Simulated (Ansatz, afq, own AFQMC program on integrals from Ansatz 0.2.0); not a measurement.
Two steps: Ansatz 0.2.0 writes the Fock matrix and Cholesky factors of the valence space, and afq projects on them the lowest state that overlaps trial and start.

```yaml
crystal:
  periodic: [false, false, false]
  atoms:
    - {symbol: O, position_ang: [-0.543260, 0.241017, 1.510472]}
    - {symbol: Hf, position_ang: [0.129451, -0.617483, -0.048101]}
    - {symbol: F, position_ang: [2.009161, -0.873819, 0.173484]}
    - {symbol: F, position_ang: [-0.743448, -2.276517, -0.396445]}
    - {symbol: Se, position_ang: [-0.298847, 0.881036, -2.117642]}
    - {symbol: H, position_ang: [-0.904953, 0.637702, 2.301269]}
    - {symbol: H, position_ang: [0.351895, 2.008064, -1.423036]}
basis:
  gaussian: {orbitals: def2-TZVP}
magnetization: {spin_polarized: false}
correlation: {method: ccsd_t, electrons: outside_noble_gas, hamiltonian_folder: ham}
```

```sh
$ ansatz run in.yaml --threads 2 --pin off --events-out ev --progress --plain --max-ram 49920MiB --backend cuda --devices 0, --max-vram 37GiB
```

Options of the walk:

```
--method phaseless --trial cisd --walkers 400 --populations 10 --least-time 60 --time-step 0.005 --steps-per-block 50 --equilibration-blocks 40 --max-blocks 4000 --target-error 0.00034 --factor-cut 1e-05 --seed 1002 --release-times 0.24,0.48,0.8,1.2 --release-step 0.04 --release-every 5 --taylor-order 6
```

Times are imaginary, in 1/Eh. The walk had a cap of 315 s. With eight or more populations the least sampling time is a fifth of least-time, and the error comes from their spread. Filled inner d shells are frozen with the cores. Core potentials past Kr, no spin–orbit coupling.

afq prints:

```
orbitals 172  electrons 16 16  factors 1321 of 1401
reference energy -2722.65378342 Eh
CCSD correlation -1.01643704 Eh in 13 cycles, weight of the determinant in the CISD state 0.7704
energy of the start -2723.670209 Eh
 block  time / (1/Eh)  mean weight  energy / Eh
     1     0.250  1.0000  -2723.646741
     2     0.500  1.0006  -2723.662939
     3     0.750  0.9998  -2723.688143
     4     1.000  1.0030  -2723.688472
     5     1.250  0.9986  -2723.696024
     8     2.000  1.0008  -2723.689869
    12     3.000  1.0001  -2723.696170
    45    11.250  1.0023  -2723.707058
    78    19.500  1.0009  -2723.714723
   111    27.750  1.0022  -2723.704601
   144    36.000  0.9999  -2723.696690
   177    44.250  0.9992  -2723.717027
   210    52.500  1.0000  -2723.710132
   243    60.750  1.0001  -2723.703331
   254    63.500  0.9997  -2723.718001
   276    69.000  1.0005  -2723.697750
   309    77.250  1.0020  -2723.704912
   342    85.500  0.9970  -2723.707049
   375    93.750  0.9978  -2723.715029
   386    96.500  0.9997  -2723.691741
   408   102.000  1.0004  -2723.709832
   430   107.500  1.0042  -2723.716535
error from the spread of 10 populations
released: time / (1/Eh)  energy / Eh  error  mean overlap
  0.24  -2723.707185  0.000884  0.9948
  0.48  -2723.707951  0.001181  0.9902
  0.80  -2723.708351  0.001459  0.9806
  1.20  -2723.709495  0.003266  0.9578
energy -2723.708370 +/- 0.000407 Eh
(rows thinned)
```

The run passed its tests (sampling time, drift between the halves within three errors, error under three times the target), which doesn't prove that it has relaxed, ending at its cap on processor time.

Against this walk (error 11.1 meV) on the same determinant: CCSD(T) 57.1 meV higher. The error is statistical and leaves out the bias of the constraint. None of these is a sure reference here. The released energies are too noisy to show the bias of the constraint.

Cautions: constraint bias not in the error; error above the target (11.1 against 9.3 meV); no spin-orbit coupling; no relativity below Rb; outer-core shells of the metal frozen; inner d shell frozen.

The walk took 5.3 min on 1 × NVIDIA H100 80GB HBM3 with 4 threads of AMD EPYC 7R13 Processor (Zen 3), on a shared host (the card was shared). The log's last line is the phaseless energy.
